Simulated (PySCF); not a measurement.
# glyoxal: proton affinities at several levels

Structure: `O=CC=O` (C2H2O2). Optimised structure (Å), atoms numbered from 1:
```
O     0.8867   -1.2364   -0.8191
C     0.5420   -0.5253    0.0833
C    -0.5399    0.5267   -0.0977
O    -0.8853    1.2372    0.8049
H     0.9722   -0.5704    1.1148
H    -0.9696    0.5722   -1.1294
```

All levels share the PBE0-D3(BJ)/def2-SVP structures and the PBE0-D3(BJ)/def2-SVP thermal terms; only the single-point energies (PySCF) change. Values are proton affinities (298 K, kJ/mol).

| level | O1 | time |
| --- | --- | --- |
| LDA/def2-TZVP | 658 | 16 s |
| PBE0-D3(BJ)/def2-SV(P) | 661 | 3 s |
| PBE0-D3(BJ)/6-31G | 665 | 2.3 s |
| PBE0-D3(BJ)/ma-def2-SVP | 674 | 4.2 s |
| PBE0-D3(BJ)/6-311+G** | 680 | 5.4 s |
| PBE0-D3(BJ)/def2-SVPD | 681 | 5.6 s |
| PBE-D3(BJ)/def2-TZVP | 682 | 19 s |
| PBE0-D3(BJ)/6-31G* | 684 | 3.3 s |
| r2SCAN-D3(BJ)/def2-TZVP (grid 3) | 684 | 36 s |
| HSE06/def2-TZVP | 685 | 20 s |
| BHandHLYP/def2-TZVP | 686 | 7.8 s |
| PBE0-D3(BJ)/def2-TZVP | 687 | – |
| PBE0-D3(BJ)/aug-cc-pVTZ | 689 | 23 s |
| PBE0-D3(BJ)/def2-SVP | 690 | 3.4 s |
| PBE0-D3(BJ)/cc-pVTZ | 693 | 11 s |
| PBE0-D3(BJ)/cc-pVDZ | 695 | 3.8 s |

Times are wall times for all single points of a level on 1 thread of Arm Neoverse V1, a shared host; the dash marks the run that also made the structures. HSE06, LDA, PBE, r2SCAN ran on a slower path of this set-up, which computes the density-fitting integrals anew in every SCF cycle while the other levels store them. So the times needn't show the usual order of cost, and those levels read slower than they are.

The spread: 37 kJ/mol, from 658 to 695.
